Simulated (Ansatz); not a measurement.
Reaction (SMILES): [C-]#[NH+] (C-NH) → C atom + H atom + N atom
B3LYP-D3(BJ)/def2-TZVP geometries, fixed; electronic energies without zero-point terms.
Largest species:
```
N
C 1 1.1640
H 1 0.9974 2 180.00
```
Charge 0, spin multiplicity 1.

Core correlation in the atomisation energy at CCSD(T) with Ansatz (a first-principles code), in kcal/mol: frozen core against all electrons. Core-valence sets carry the plain set on hydrogen. Open shells are unrestricted. Costs are rough ratios of core time on shared machines of one kind.

```tsv
basis	functions, most	frozen core
cc-pVDZ	33	266.40
cc-pCVDZ	41	267.16
cc-pVTZ	74	286.07
cc-pwCVTZ	100	287.03
cc-pCVTZ	100	286.57
cc-pVQZ	140	292.57
cc-pCVQZ	198	292.65
cc-pwCVQZ	198	292.78
```

Q: How large is the core term in each set?

A: The largest core-valence set, cc-pwCVQZ, gives a core term of 1.61 kcal/mol; the valence set cc-pVQZ, which lacks functions for the core, gives 2.99. By row: cc-pVDZ 0.92, cc-pCVDZ 0.89, cc-pVTZ 5.65, cc-pwCVTZ 1.47, cc-pCVTZ 1.41, cc-pVQZ 2.99, cc-pCVQZ 1.56, cc-pwCVQZ 1.61.
